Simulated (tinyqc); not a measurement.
Inside a calculation. Method: G0W0 on RHF in the sto-3g basis, for H2O, spin multiplicity 1. One step of it, computed by the program tinyqc.

Problem. Screening: direct RPA. With D = e_a - e_i and K = (ia|jb): diagonalise D^(1/2) (D + 4K) D^(1/2) = Z w^2 Z^T; X + Y = D^(1/2) Z w^(-1/2), each column of Z with its largest component positive (the first on a tie); E_c = (sum w - tr (D + 2K)) / 2.

orbital energies (hartree): MO1 -20.270582, MO2 -1.180873, MO3 -0.514889, MO4 -0.412921, MO5 -0.385595, MO6 0.395515, MO7 0.521552

Two-electron integrals over orbitals (pq|rs), unique and non-zero (hartree):
```
(11|11) 4.747653    (21|11) -0.436119   (21|21) 0.063193    (22|11) 1.032391
(22|21) -0.016419   (22|22) 0.727344    (31|11) 0.019515    (31|21) -0.002571
(31|22) 0.001664    (31|31) 0.010432    (32|11) -0.015465   (32|21) 0.001050
(32|22) 0.000727    (32|31) 0.016212    (32|32) 0.123227    (33|11) 0.740774
(33|21) -0.004865   (33|22) 0.598430    (33|31) -0.000349   (33|32) 0.001107
(33|33) 0.572230    (41|11) 0.147789    (41|21) -0.020126   (41|22) 0.010365
(41|31) 0.001365    (41|32) 0.000284    (41|33) 0.004779    (41|41) 0.022277
(42|11) -0.145977   (42|21) 0.007156    (42|22) -0.035674   (42|31) 0.000210
(42|32) 0.003363    (42|33) 0.002197    (42|41) 0.018911    (42|42) 0.129360
(43|11) 0.021418    (43|21) -0.000629   (43|22) 0.010370    (43|31) -0.001924
(43|32) 0.030037    (43|33) 0.008178    (43|41) -0.001101   (43|42) -0.010572
(43|43) 0.059970    (44|11) 0.906847    (44|21) -0.010341   (44|22) 0.653143
(44|31) -0.000132   (44|32) -0.012461   (44|33) 0.548382    (44|41) -0.007759
(44|42) -0.085801   (44|43) 0.004952    (44|44) 0.670241    (51|51) 0.025934
(52|51) 0.033669    (52|52) 0.153920    (53|51) -0.001419   (53|52) -0.005261
(53|53) 0.025357    (54|51) -0.010597   (54|52) -0.040304   (54|53) 0.002512
(54|54) 0.044152    (55|11) 1.115366    (55|21) -0.012396   (55|22) 0.760406
(55|31) 0.000550    (55|32) -0.008111   (55|33) 0.586349    (55|41) 0.004168
(55|42) -0.079832   (55|43) 0.012433    (55|44) 0.673122    (55|55) 0.880159
(61|11) 0.175929    (61|21) -0.026796   (61|22) 0.003087    (61|31) 0.002381
(61|32) 0.001737    (61|33) -0.000537   (61|41) -0.004798   (61|42) -0.020327
(61|43) 0.001008    (61|44) 0.013422    (61|55) 0.004887    (61|61) 0.022879
(62|11) -0.238545   (62|21) 0.005836    (62|22) -0.119604   (62|31) 0.001088
(62|32) 0.009883    (62|33) -0.058282   (62|41) -0.018009   (62|42) -0.040128
(62|43) -0.003063   (62|44) -0.052942   (62|55) -0.128305   (62|61) 0.011068
(62|62) 0.089506    (63|11) 0.047618    (63|21) -0.000938   (63|22) 0.025651
(63|31) -0.002159   (63|32) 0.035796    (63|33) 0.018235    (63|41) 0.000458
(63|42) -0.009258   (63|43) 0.043168    (63|44) 0.008545    (63|55) 0.027702
(63|61) -0.000014   (63|62) -0.010937   (63|63) 0.079614    (64|11) -0.291426
(64|21) 0.004042    (64|22) -0.145347   (64|31) -0.001160   (64|32) -0.008221
(64|33) -0.051449   (64|41) -0.001220   (64|42) 0.050397    (64|43) -0.015642
(64|44) -0.131997   (64|55) -0.164466   (64|61) -0.002024   (64|62) 0.057532
(64|63) -0.027842   (64|64) 0.113007    (65|51) -0.011717   (65|52) -0.046614
(65|53) 0.004214    (65|54) -0.009029   (65|65) 0.031933    (66|11) 0.758210
(66|21) -0.007446   (66|22) 0.576066    (66|31) -0.000896   (66|32) -0.022139
(66|33) 0.530622    (66|41) 0.015676    (66|42) 0.042667    (66|43) -0.020492
(66|44) 0.538147    (66|55) 0.565280    (66|61) -0.008319   (66|62) -0.083160
(66|63) -0.015134   (66|64) -0.050679   (66|66) 0.573145    (71|11) -0.035751
(71|21) 0.005636    (71|22) -0.000008   (71|31) 0.013679    (71|32) 0.021112
(71|33) -0.001073   (71|41) -0.000469   (71|42) 0.002022    (71|43) -0.002723
(71|44) -0.002014   (71|55) -0.000960   (71|61) -0.001152   (71|62) 0.001639
(71|63) -0.002556   (71|64) -0.001029   (71|66) -0.001748   (71|71) 0.019277
(72|11) 0.051077    (72|21) -0.001089   (72|22) 0.026026    (72|31) 0.015198
(72|32) 0.060208    (72|33) 0.005734    (72|41) 0.001917    (72|42) -0.000472
(72|43) -0.025116   (72|44) 0.016326    (72|55) 0.026865    (72|61) 0.001658
(72|62) -0.004183   (72|63) -0.024005   (72|64) -0.013063   (72|66) 0.014784
(72|71) 0.019535    (72|72) 0.073034    (73|11) 0.372153    (73|21) -0.006764
(73|22) 0.176816    (73|31) -0.000278   (73|32) -0.019163   (73|33) 0.086554
(73|41) -0.000071   (73|42) -0.071702   (73|43) -0.000639   (73|44) 0.137316
(73|55) 0.207467    (73|61) 0.004769    (73|62) -0.061671   (73|63) 0.004719
(73|64) -0.105806   (73|66) 0.052053    (73|71) -0.001507   (73|72) 0.015883
(73|73) 0.162452    (74|11) 0.016987    (74|21) -0.000217   (74|22) 0.005726
(74|31) -0.007124   (74|32) -0.065824   (74|33) 0.000730    (74|41) 0.000880
(74|42) 0.002160    (74|43) -0.018401   (74|44) 0.012856    (74|55) 0.008868
(74|61) -0.001819   (74|62) -0.009138   (74|63) -0.056130   (74|64) 0.007029
(74|66) 0.023556    (74|71) -0.009661   (74|72) -0.016112   (74|73) 0.019339
(74|74) 0.067782    (75|51) 0.002358    (75|52) 0.009486    (75|53) 0.023466
(75|54) -0.000722   (75|65) -0.001288   (75|75) 0.026008    (76|11) 0.007227
(76|21) -0.000221   (76|22) -0.001209   (76|31) -0.006652   (76|32) -0.076292
(76|33) -0.002276   (76|41) -0.001819   (76|42) -0.006842   (76|43) -0.064257
(76|44) 0.013639    (76|55) 0.003681    (76|61) 0.000527    (76|62) 0.003255
(76|63) -0.064016   (76|64) 0.014900    (76|66) 0.028332    (76|71) -0.008952
(76|72) 0.000046    (76|73) 0.022586    (76|74) 0.054862    (76|76) 0.102575
(77|11) 0.830162    (77|21) -0.008881   (77|22) 0.604408    (77|31) 0.003055
(77|32) 0.026184    (77|33) 0.568837    (77|41) 0.003529    (77|42) -0.020813
(77|43) 0.024523    (77|44) 0.562210    (77|55) 0.603772    (77|61) 0.003446
(77|62) -0.056317   (77|63) 0.037172    (77|64) -0.063628   (77|66) 0.527054
(77|71) 0.002855    (77|72) 0.012903    (77|73) 0.093820    (77|74) -0.018663
(77|76) -0.028836   (77|77) 0.596495
```

Give: D^(1/2) (D + 4K) D^(1/2); excitation energies w; X + Y; RPA correlation energy.

Solution.

D^(1/2) (D + 4K) D^(1/2) (hartree^2):
```
          1>6       1>7      2>6      2>7      3>6      3>7      4>6      4>7
1>6  428.9788   -0.0955   0.2527   0.0393  -0.0002   0.0883  -0.0331  -0.0320
1>7   -0.0955  433.9160   0.0375   0.4649  -0.0445  -0.0280  -0.0169  -0.1703
2>6    0.2527    0.0375   3.0494  -0.0274  -0.0524  -0.3153   0.2598  -0.0444
2>7    0.0393    0.4649  -0.0274   3.3956  -0.1195   0.0844  -0.0613  -0.0813
3>6   -0.0002   -0.0445  -0.0524  -0.1195   1.1188   0.0183  -0.0955  -0.2071
3>7    0.0883   -0.0280  -0.3153   0.0844   0.0183   1.7477  -0.3874   0.0761
4>6   -0.0331   -0.0169   0.2598  -0.0613  -0.0955  -0.3874   1.0190   0.0244
4>7   -0.0320   -0.1703  -0.0444  -0.0813  -0.2071   0.0761   0.0244   1.1266
5>6    0.0000    0.0000   0.0000   0.0000   0.0000   0.0000   0.0000   0.0000
5>7    0.0000    0.0000   0.0000   0.0000   0.0000   0.0000   0.0000   0.0000

         5>6      5>7
1>6   0.0000   0.0000
1>7   0.0000   0.0000
2>6   0.0000   0.0000
2>7   0.0000   0.0000
3>6   0.0000   0.0000
3>7   0.0000   0.0000
4>6   0.0000   0.0000
4>7   0.0000   0.0000
5>6   0.7099  -0.0043
5>7  -0.0043   0.9173
```

excitation energies w (hartree): 0.8425  0.9070  0.9509  0.9578  1.1605  1.3393  1.7803  1.8492  20.7118  20.8307

X + Y:
```
          1        2        3        4        5        6        7        8
1>6  0.0000   0.0001   0.0002   0.0000   0.0003  -0.0015  -0.0018   0.0000
1>7  0.0000   0.0004   0.0012   0.0000   0.0010   0.0004  -0.0011  -0.0035
2>6  0.0000  -0.0614   0.0401   0.0000  -0.0232   0.3217   0.8794  -0.1733
2>7  0.0000   0.0339   0.0743   0.0000  -0.0122  -0.0549   0.2057   0.9350
3>6  0.0000   0.2996   0.6386   0.0000  -0.6134   0.0322  -0.0301  -0.0287
3>7  0.0000   0.3675  -0.1687   0.0000   0.0519   0.7802  -0.1818   0.0725
4>6  0.0000   0.8378  -0.1792   0.0000   0.1461  -0.2665   0.1020  -0.0393
4>7  0.0000   0.0469   0.7052   0.0000   0.6258   0.0524  -0.0228  -0.0175
5>6  0.9627   0.0000   0.0000  -0.0189   0.0000   0.0000   0.0000   0.0000
5>7  0.0217   0.0000   0.0000   0.9730   0.0000   0.0000   0.0000   0.0000

          9       10
1>6  0.9987  -0.0192
1>7  0.0194   0.9989
2>6  0.0002   0.0000
2>7  0.0000   0.0003
3>6  0.0000   0.0000
3>7  0.0000   0.0000
4>6  0.0000   0.0000
4>7  0.0000  -0.0001
5>6  0.0000   0.0000
5>7  0.0000   0.0000
```

RPA correlation energy = -0.078036 hartree
